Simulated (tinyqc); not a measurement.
Worked calculation: Pariser-Parr-Pople SCF with singles CI, for the molecule c1cc[nH]c1 (SMILES; centres numbered as the heavy atoms are written). Computed by tinyqc, a small Python program that keeps every step. Settings: charge = 0, gamma = Ohno, start = huckel, damping = 0.5, iteration cap = 82, excitations kept = 4. Command: `OMP_NUM_THREADS=1 python tinyqc.py 28814 28815 out.jsonl` (the two numbers bound the seeds that draw the settings). One thread of a shared host (Intel(R) Xeon(R) Processor @ 2.60GHz), about 0.02 s of CPU time with the checks. Later iterations appear only in the table of the cycle.

## PPP integrals

Centres (angstrom, eV; a flat drawing with bonds scaled to 1.40 angstrom):

| centre | x | y | core charge z | W | gamma_rr |
|---|---|---|---|---|---|
| 1C | 1.191000 | 0.000000 | 1 | 11.160000 | 11.130000 |
| 2C | 0.368000 | 1.133000 | 1 | 11.160000 | 11.130000 |
| 3C | -0.963000 | 0.700000 | 1 | 11.160000 | 11.130000 |
| 4N | -0.963000 | -0.700000 | 2 | 25.600000 | 16.800000 |
| 5C | 0.368000 | -1.133000 | 1 | 11.160000 | 11.130000 |

Resonance integrals (eV):

| i | j | beta |
|---|---|---|
| 1 | 2 | -2.440000 |
| 2 | 3 | -2.440000 |
| 3 | 4 | -2.290000 |
| 4 | 5 | -2.290000 |
| 5 | 1 | -2.440000 |

Ohno: gamma = 14.399645/sqrt(R^2 + a^2), a = 2 x 14.399645/(gamma_rr + gamma_ss); H_rr = -W_r - sum_(s != r) z_s gamma_rs; H_rs = beta for bonds.

repulsion gamma_rs (eV):
```
           1C         2C         3C         4N         5C
1C  11.130000   7.552804   5.520570   5.786336   7.552804
2C   7.552804  11.130000   7.554850   5.785526   5.518526
3C   5.520570   7.554850  11.130000   8.281656   5.519866
4N   5.786336   5.785526   8.281656  16.800000   8.282957
5C   7.552804   5.518526   5.519866   8.282957  11.130000
```

core matrix H (eV):
```
            1C          2C          3C          4N          5C
1C  -43.358849   -2.440000    0.000000    0.000000   -2.440000
2C   -2.440000  -43.357231   -2.440000    0.000000    0.000000
3C    0.000000   -2.440000  -46.318597   -2.290000    0.000000
4N    0.000000    0.000000   -2.290000  -53.736474   -2.290000
5C   -2.440000    0.000000    0.000000   -2.290000  -46.317110
```

## Starting guess

pi electrons, sum of z_r less the charge = 6

Orbitals of the Hueckel matrix of the beta values.

P at the start:
```
           1C         2C         3C         4N         5C
1C   1.194698   0.641912  -0.239810  -0.253001   0.654617
2C   0.641912   1.194698   0.654617  -0.253001  -0.239810
3C  -0.239810   0.654617   1.197061   0.642307  -0.250153
4N  -0.253001  -0.253001   0.642307   1.216481   0.642307
5C   0.654617  -0.239810  -0.250153   0.642307   1.197061
```

## Iteration 1: Fock matrix

F_rr = H_rr + P_rr gamma_rr / 2 + sum_(s != r) P_ss gamma_rs; F_rs = H_rs - P_rs gamma_rs / 2; E = tr P (H + F) / 2 + core repulsion sum_(r<s) z_r z_s gamma_rs.

F (eV):
```
           1C         2C         3C         4N         5C
1C  -4.998435  -4.864117   0.661945   0.731974  -4.912096
2C  -4.864117  -4.997800  -4.912766   0.731872   0.661700
3C   0.661945  -4.912766  -7.353674  -4.949683   0.690404
4N   0.731974   0.731872  -4.949683  -9.864295  -4.950101
5C  -4.912096   0.661700   0.690404  -4.950101  -7.355490
```

pi energy = -89.688012 eV

## Iteration 1: orbitals and new P

Diagonalise F (the basis is taken as orthonormal) and form P = 2 sum c c over the lowest orbitals; 0.5 of the old P is kept.

orbital energies (eV): -16.097966  -10.924567  -10.765465  0.472722  2.745580

P after iteration 1:
```
           1C         2C         3C         4N         5C
1C   1.136171   0.649123  -0.186357  -0.267559   0.668609
2C   0.649123   1.136156   0.668630  -0.267507  -0.186368
3C  -0.186357   0.668630   1.209217   0.612565  -0.303714
4N  -0.267559  -0.267507   0.612565   1.309183   0.612566
5C   0.668609  -0.186368  -0.303714   0.612566   1.209273
```

## Iteration 2: Fock matrix

As before.

F (eV):
```
           1C         2C         3C         4N         5C
1C  -5.070554  -4.891349   0.514398   0.774094  -4.964936
2C  -4.891349  -5.070076  -4.965700   0.773834   0.514239
3C   0.514398  -4.965700  -7.216278  -4.826526   0.838231
4N   0.774094   0.773834  -4.826526  -9.561134  -4.826929
5C  -4.964936   0.514239   0.838231  -4.826929  -7.217700
```

pi energy = -89.941932 eV

## Iteration 2: orbitals and new P

As before.

orbital energies (eV): -15.766379  -10.865077  -10.838507  0.703332  2.630889

P after iteration 2:
```
           1C         2C         3C         4N         5C
1C   1.103546   0.651812  -0.156361  -0.275660   0.677127
2C   0.651812   1.103518   0.677161  -0.275580  -0.156374
3C  -0.156361   0.677161   1.215693   0.595204  -0.332549
4N  -0.275660  -0.275580   0.595204   1.361473   0.595211
5C   0.677127  -0.156374  -0.332549   0.595211   1.215770
```

## Convergence

Stop when output and input P, before any damping, agree to 1e-7.

Course of the cycle:

| iteration | E (eV) | largest \|P(out) - P(in)\| |
|---|---|---|
| 1 | -89.68801190 | 1.85e-01 |
| 2 | -89.94193204 | 1.05e-01 |
| 3 | -90.08121635 | 5.94e-02 |
| 4 | -90.15483289 | 3.40e-02 |
| 5 | -90.19295528 | 1.97e-02 |
| 6 | -90.21246974 | 1.16e-02 |
| 7 | -90.22239394 | 6.91e-03 |
| 8 | -90.22742338 | 4.21e-03 |
| 9 | -90.22996824 | 2.62e-03 |
| 10 | -90.23125557 | 1.68e-03 |
| 11 | -90.23190721 | 1.10e-03 |
| ... | ... | ... |
| 37 | -90.23258085 | 1.09e-06 |
| 38 | -90.23258085 | 8.45e-07 |
| 39 | -90.23258085 | 6.57e-07 |
| 40 | -90.23258085 | 5.12e-07 |
| 41 | -90.23258085 | 3.98e-07 |
| 42 | -90.23258085 | 3.10e-07 |
| 43 | -90.23258085 | 2.41e-07 |
| 44 | -90.23258085 | 1.88e-07 |
| 45 | -90.23258085 | 1.46e-07 |
| 46 | -90.23258085 | 1.14e-07 |
| 47 | -90.23258085 | 8.84e-08 |

Converged in 47 iterations.

## Converged orbitals

Charges are z - P_rr.

orbital energies (eV): -15.377128  -10.865200  -10.787776  0.992166  2.478662

coefficients:
```
         MO1        MO2        MO3        MO4        MO5
1C  0.316365  -0.570891  -0.325054  -0.269436  -0.629080
2C  0.316387  -0.573483   0.320373  -0.269091   0.629259
3C  0.462713   0.001659   0.629190   0.534571  -0.322875
4N  0.609557   0.587495   0.002430  -0.532244   0.000099
5C  0.462763   0.006856  -0.629139   0.534738   0.322557
```

pi charges: 1C -0.063326, 2C -0.063246, 3C -0.219972, 4N 0.566567, 5C -0.220024

## Singles CI, singlets

Over the 4 single excitations with the smallest orbital gaps: A = (e_a - e_i) delta + 2 (ia|jb) - (ij|ab), with (pq|rs) = sum c_mp c_mq gamma_mn c_nr c_ns. f = 2/3 w |mu|^2 in atomic units, mu = sqrt2 sum c_ia sum_m c_mi c_ma R_m.

singlet CI matrix (eV):
```
           3>4        2>4        3>5        2>5
3>4   6.173581   0.002453   0.000918  -0.893608
2>4   0.002453   6.702301   0.982878  -0.000524
3>5   0.000918   0.982878   7.487154  -0.001054
2>5  -0.893608  -0.000524  -0.001054   7.295382
```

singlet excitation energies (eV): 5.679418  6.036410  7.789526  8.153063

oscillator strengths: 0.098535  0.065671  0.774415  0.964102

## Singles CI, triplets

Over the 4 single excitations with the smallest orbital gaps: A = (e_a - e_i) delta - (ij|ab), with (pq|rs) = sum c_mp c_mq gamma_mn c_nr c_ns.

triplet CI matrix (eV):
```
           3>4        2>4        3>5        2>5
3>4   4.001922  -0.001047  -0.002603  -0.346395
2>4  -0.001047   3.883175  -0.346395   0.002851
3>5  -0.002603  -0.346395   5.972335  -0.002324
2>5  -0.346395   0.002851  -0.002324   5.432817
```

triplet excitation energies (eV): 3.827226  3.922480  5.512258  6.028284
